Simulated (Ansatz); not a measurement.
**BH₃Cl (doublet): the correlation ladder at distance B1–H4 along a hydrogen transfer = 1.371 Å, cc-pVDZ**

One table from this session's results is given with a row withheld; the runs are named, their logs left out.

Program: Ansatz 0.2.0, Gaussian basis. Level of theory: cc-pVDZ, core rule «outside noble gas», up to 6 orbitals frozen. These are calculated values, not measurements.

Plan: UHF; CCSD(T) on ROHF; CCSD(T) on UHF; BCCD(T) on ROHF; CISD; CCSDT(Q) on ROHF; CCSDT(Q) on UHF; CASSCF and MRCISD+Q, 3 electrons in 3 orbitals; CASSCF and NEVPT2, 3 electrons in 3 orbitals.

19 further runs of the same task are left out: 9 for a known fault of the program, 1 for a mislabelled method, 5 that didn't finish, 4 set aside as unsound or not needed.

### The system

The geometry derives from fragments relaxed apart (PBE0/def2-TZVP) and kept rigid, so it is no stationary point. A hydrogen atom is moved between rigid fragments.

5 atoms, charge 0, spin multiplicity 2.

Atoms are counted from 1 here; the program's logs count them from 0.

Bond lengths: B1–H2 1.193 Å, B1–H3 1.193 Å, B1–H4 1.371 Å, H4–Cl5 1.483 Å. Angles: H2–B1–H3 120.0°, H2–B1–H4 120.0°, H3–B1–H4 120.0°, B1–H4–Cl5 180.0°.

Geometry (Å):

```xyz
5

B    -2.0565    0.0000    0.0000
H    -2.6533    1.0336    0.0000
H    -2.6533   -1.0336    0.0000
H    -0.6855    0.0000    0.0000
Cl    0.7975    0.0000    0.0000
```

The first run:

Contents of in.yaml:

```yaml
crystal:
  periodic: [false, false, false]
  atoms:
    - {symbol: B, position_ang: [-2.056528, 0.000000, 0.000000]}
    - {symbol: H, position_ang: [-2.653262, 1.033571, 0.000000]}
    - {symbol: H, position_ang: [-2.653262, -1.033571, 0.000000]}
    - {symbol: H, position_ang: [-0.685528, 0.000000, 0.000000]}
    - {symbol: Cl, position_ang: [0.797472, 0.000000, 0.000000]}
basis:
  gaussian: {orbitals: cc-pVDZ}
magnetization: {spin_polarized: true, initial_magnetization: 1}
hamiltonian: {xc: hf}
output: {orbitals: {seedname: orbitals}}
```

Run with:

```console
ansatz run in.yaml --threads 1 --pin off --events-out ev --progress --plain --max-ram 2393MiB
```

Among the steps run: UHF; CCSD(T) on ROHF; CCSD(T) on UHF; BCCD(T) on ROHF; CISD; CCSDT(Q) on ROHF; CCSDT(Q) on UHF; CASSCF and MRCISD+Q, 3 electrons in 3 orbitals; CASSCF and NEVPT2, 3 electrons in 3 orbitals.

One of the session's tables, all rows but one given; the rest of the session is left out.

| method | from UCCSDT(Q) (meV) |
| --- | --- |
| ROHF | +7443.3 |
| UHF | +7222.3 |
| RMP2 | ? |
| UMP2 | +1169.1 |
| CISD | +734.7 |
| RCCSD | +168.0 |
| UCCSD | +161.2 |
| RCCSD(T) | +30.7 |
| UCCSD(T) | +31.5 |
| BCCD(T) | +31.3 |
| RCCSDT | +10.7 |
| UCCSDT | +10.0 |
| RCCSDT(Q) | +0.3 |
| UCCSDT(Q) | 0 |
| CASSCF pair | +6898.8 |
| NEVPT2 pair | +1123.4 |
| MRCISD pair | +646.5 |
| MRCISD+Q pair | +46.3 |

Estimate the missing values for RMP2.

The run gave: from UCCSDT(Q) (meV): +1097.0. In the column «from UCCSDT(Q) (meV)» it lies between CISD (+734.7) and NEVPT2 pair (+1123.4).

Among the levels timed on like hardware and quicker than the yardstick, those that no quicker one beats, quickest first: NEVPT2 pair (0.81 s, +1123.4 meV); MRCISD+Q pair (1 s, +46.3 meV); BCCD(T) (3.2 s, +31.3 meV); RCCSD(T) (6 s, +30.7 meV).

Limits of these values: Of the multireference levels listed MRCISD+Q pair comes nearest in total energy (+46.3 meV), which doesn't show that its space is the better one. Restricted and unrestricted rows rest on different reference determinants; where their highest levels disagree by more than a few hundredths of an eV, they describe different states and don't form one ladder.
